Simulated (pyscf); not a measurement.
cyclic C₂H₄ClGa (SMILES [Cl][Ga]1[CH2][CH2]1) → Cl–Ga [singlet] + H₂C=CH₂ (cycloreversion; singlet surface; C–Ga, C–Ga broken, none formed). PySCF, gas phase, ωB97X-D3(BJ)/def2-SVP geometries. MP2 and CC: frozen core, UHF for open shells. ΔMP2 is the change of the MP2 total energy from the triple- to the quadruple-zeta basis. Energies in kJ/mol from the reactant's lowest minimum found.

```json
[
 {"level": "PBE/def2-TZVP", "barrier": "97.9", "reaction energy": "-130.4"},
 {"level": "r²SCAN/def2-TZVP", "barrier": "115.1", "reaction energy": "-115.2"},
 {"level": "B3LYP-D3(BJ)/def2-TZVP", "barrier": "109.4", "reaction energy": "-162.6"},
 {"level": "ωB97M-D3(BJ)/def2-TZVP", "barrier": "138.6", "reaction energy": "-145.8"},
 {"level": "HF/def2-TZVP", "barrier": "?", "reaction energy": "-186.5"},
 {"level": "CCSD/def2-TZVPP", "barrier": "144.6", "reaction energy": "-125.7"},
 {"level": "CCSD(T)/def2-TZVPP + ΔMP2(QZVPP)", "barrier": "?", "reaction energy": "?"}
]
```

**Question.** Complete the blanks.

**Answer.** 
- HF/def2-TZVP, barrier: 192.8
- CCSD(T)/def2-TZVPP + ΔMP2(QZVPP), barrier: 119.9
- CCSD(T)/def2-TZVPP + ΔMP2(QZVPP), reaction energy: -124.4

On the product side the descent ends in a complex (not fully relaxed), 21.1 kJ/mol under the separated species and 297.0 kJ/mol under the saddle at ωB97X-D3(BJ)/def2-TZVP. At ωB97X-D3(BJ)/def2-TZVP the barrier from the zero used here is 158.1 kJ/mol. cyclic C₂H₄ClGa (SMILES [Cl][Ga]1[CH2][CH2]1) lies 125.0 kJ/mol over its isomer H₂C=CH–GaH–Cl (electronic energy, ωB97M-D3(BJ)/def2-TZVP). This is the saddle that the search found; another between the same sides may lie lower. A restricted solution here is unstable towards spin polarisation, so biradical character is likely and single-reference numbers are less safe. The CCSD(T) − MP2 part came from Ansatz, without density fitting, on the same reference. The frozen core leaves the outer d or s,p core shells of the metals and heavy elements correlated in the MP2 and CC values, and def2-TZVPP describes them poorly, which can shift differences by a few kcal/mol. Elements up to Kr have no core potential and no relativistic terms here.
